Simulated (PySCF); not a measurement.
DMSO (C2H6OS), SMILES S(=O)(C)C.

Geometry optimised at PBE0-D3(BJ)/def2-SVP.

Method: CAM-B3LYP/def2-TZVP run with PySCF.

Isolated molecule, no solvent.

Computed frontier levels, gap, dipole moment and polarisability:
The highest occupied level is -8.06 eV and the lowest empty level comes out as 1.80 eV. The orbital gap is 9.86 eV and the dipole moment is 0.859 e·Å. The quadrupole, principal values (traceless, Buckingham form, about the centre of nuclear charge) comes out as -6.66, 0.44, 6.22 D·Å. The mean static polarisability is 48.8 bohr³ (7.23 Å³) and the polarisability, principal values is 40.8, 51.7, 53.8 bohr³.
